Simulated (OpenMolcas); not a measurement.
**singlet [BH2]+ at 6 levels**

We compute a comparison of 6 runs (HF/def2-TZVPPD, B3LYP/6-31G*, B3LYP/def2-TZVPPD, M06-2X/def2-TZVPPD, MP2/def2-TZVPPD) of singlet [BH2]+. 

Program for the calculation: OpenMolcas 26.06.

### 1 The structure to begin with

The species is [BH2]+ (3 atoms), meant as a singlet with charge +1. SMILES of the parent species: `[BH2]`. The shape is that of a PBE0-D4/def2-TZVP optimisation. That shape belongs to the parent species and isn't relaxed for this state.

Bond lengths: B1–H2 1.191 Å, B1–H3 1.191 Å. Angles: H2–B1–H3 129.4°.

### 2 A single-point energy at HF/def2-TZVPPD (run 1)

File struct.xyz:

```xyz
3

B      0.265070    -0.167660     0.129730
H      0.292070     1.014920     0.270850
H     -0.557150    -0.847260    -0.400590
```

File run.input:

```
&GATEWAY
  BasLib=$CurrDir
  Coord=struct.xyz
  Basis=def2-TZVPPD
  Group=NoSym

&SEWARD

&SCF
  Charge=1
  Thresholds=1e-10 1e-07 1e-07 1e-05
  PrOrbitals=1 2
```

The basis set def2-TZVPPD is read from a file made from the Basis Set Exchange's data (not shown).

Launch:

```console
$ export MOLCAS_MEM=1860
$ pymolcas run.input > run.log
```

The program printed:

```text
--- Start Module: gateway ---
[...]
--- Stop Module: gateway /rc=_RC_ALL_IS_WELL_ ---
--- Start Module: seward ---
[...]
      Basis functions           71
--- Stop Module: seward /rc=_RC_ALL_IS_WELL_ ---
[...]
--- Start Module: scf ---
[...]
       Convergence after  11 Iterations
[...]
::    Total SCF energy                                -25.4446677490
[...]
      Total spin, S                                     0.0000000000
[...]
      Total electronic charge=    6.000000
      Total            charge=    1.000000
[...]
      Dipole Moment (debye):
      Origin of the operator (angstrom)=    0.2035   -0.1287    0.0996
                   X=  5.3347E-01               Y= -3.3742E-01               Z=  2.6109E-01           Total=  6.8309E-01
      Center of Charge (angstrom)
[...]
--- Stop Module: scf /rc=_RC_ALL_IS_WELL_ ---
[...]
```

Run time: 3.3 s. Hardware: 1 thread of Arm Neoverse V1, shared host; peak memory 0.42 GiB.

### 3 The energy at B3LYP/6-31G(d) (spherical functions) (run 2)

File job.inp:

```
&GATEWAY
 BasLib
 $CurrDir
 Coord
 3
 angstrom
 B        0.265070      -0.167660       0.129730
 H        0.292070       1.014920       0.270850
 H       -0.557150      -0.847260      -0.400590
 Basis
 6-31Gs
 Group
 NoSym

&SEWARD
 GridInput
 Grid=UltraFine
 End of Grid

&SCF
 Charge
 1
 KSDFT
 B3LYP
 Thresholds
 1e-10 1e-07 1e-07 1e-05
 PrOrbitals
 0
```

The basis set 6-31G* is read from a file made from the Basis Set Exchange's data (not shown).

Launch:

```console
$ export MOLCAS_MEM=1860
$ pymolcas job.inp > job.log
```

The program printed:

```text
--- Start Module: gateway ---
[...]
--- Stop Module: gateway /rc=_RC_ALL_IS_WELL_ ---
--- Start Module: seward ---
[...]
      Basis functions           18
--- Stop Module: seward /rc=_RC_ALL_IS_WELL_ ---
--- Start Module: scf ---
[...]
       Convergence after  11 Iterations
[...]
::    Total KS-DFT energy                             -25.6000260630
[...]
      Total spin, S                                     0.0000000000
[...]
      Total electronic charge=    6.000000
      Total            charge=    1.000000
[...]
      Dipole Moment (debye):
      Origin of the operator (angstrom)=    0.2035   -0.1287    0.0996
                   X=  4.6832E-01               Y= -2.9621E-01               Z=  2.2921E-01           Total=  5.9967E-01
      Center of Charge (angstrom)
[...]
--- Stop Module: scf /rc=_RC_ALL_IS_WELL_ ---
[...]
```

Run time: 3.6 s. Hardware: 1 thread of Arm Neoverse V1, shared host; peak memory 0.37 GiB.

Runs 3 to 5 aren't shown in full; the table further down has their settings and results.

### 4 A single-point energy at MP2/def2-TZVPPD (run 6)

File job.inp:

```
&gateway
 baslib=$CurrDir
 coord
 3
 angstrom
 B        0.265070      -0.167660       0.129730
 H        0.292070       1.014920       0.270850
 H       -0.557150      -0.847260      -0.400590
 basis=def2-TZVPPD
 group=NoSym

&seward

&scf
 charge=1
 thresholds=1e-10 1e-07 1e-07 1e-05
 prorbitals=1 1

&mbpt2
 frozen=1
```

The basis set def2-TZVPPD is read from a file made from the Basis Set Exchange's data (not shown).

Launch:

```console
$ export MOLCAS_MEM=1860
$ pymolcas job.inp > job.log
```

The program printed:

```text
--- Start Module: gateway ---
[...]
--- Stop Module: gateway /rc=_RC_ALL_IS_WELL_ ---
[...]
      Basis functions           71
[...]
--- Start Module: scf ---
[...]
       Convergence after  11 Iterations
[...]
::    Total SCF energy                                -25.4446677490
[...]
      Total spin, S                                     0.0000000000
[...]
      Total electronic charge=    6.000000
      Total            charge=    1.000000
[...]
      Dipole Moment (debye):
      Origin of the operator (angstrom)=    0.2035   -0.1287    0.0996
                   X=  5.3347E-01               Y= -3.3742E-01               Z=  2.6109E-01           Total=  6.8309E-01
      Center of Charge (angstrom)
[...]
--- Stop Module: scf /rc=_RC_ALL_IS_WELL_ ---
[...]
--- Start Module: mbpt2 ---
[...]
WARNING!
Default frozen orbitals as non valence orbitals is overwritten by user input.
Default values:   1
[...]
       Reference weight ( Cref**2 )         =        0.97501
::    Total MBPT2 energy                              -25.5149864821
[...]
      Total MBPT2 calculations                           0.10      0.11
--- Stop Module: mbpt2 /rc=_RC_ALL_IS_WELL_ ---
[...]
```

Wall time 3.6 s (1 thread of Arm Neoverse V1, shared host); peak memory 0.42 GiB.

### 5 The series

| run | level | integration grid | Cartesian functions | energy (Eh) | HOMO energy (eV) | LUMO energy (eV) | HOMO–LUMO gap (eV) | wall time |
| --- | --- | --- | --- | --- | --- | --- | --- | --- |
| 1 | HF/def2-TZVPPD | – | no | -25.444668 | -23.46 | -7.80 | 15.67 | 3.3 s |
| 2 | B3LYP/6-31G* (spherical functions) | UltraFine | no | -25.600026 | -19.54 | -12.33 | 7.21 | 3.6 s |
| 3 | B3LYP/6-31G* (Cartesian functions) | UltraFine | yes | -25.600515 | -19.54 | -12.33 | 7.20 | 3.6 s |
| 4 | B3LYP/def2-TZVPPD | UltraFine | no | -25.607885 | -19.50 | -12.35 | 7.15 | 10 s |
| 5 | M06-2X/def2-TZVPPD | UltraFine | no | -25.591543 | -21.10 | -10.75 | 10.35 | 13 s |
| 6 | MP2/def2-TZVPPD | – | no | -25.514986 | -23.46 | -7.80 | 15.67 | 3.6 s |

### 6 Summary of results

```
                                         quantity         value
                              run 6: total energy  -25.51499 Eh
       run 6: HOMO energy (Hartree–Fock orbitals)     -23.46 eV
       run 6: LUMO energy (Hartree–Fock orbitals)      -7.80 eV
     run 6: HOMO–LUMO gap (Hartree–Fock orbitals)      15.67 eV
run 6: correlation energy (1 core orbital frozen)     -70.3 mEh
```

**Reading.** Over runs 1, 2, 3, 4, 5 the HOMO–LUMO gap runs from 7.15 eV (B3LYP/def2-TZVPPD) to 15.67 eV (HF/def2-TZVPPD). Exact exchange widens orbital gaps. Totals of different functionals can't be ranked against each other. All runs together took 37 s, the longest 13 s.
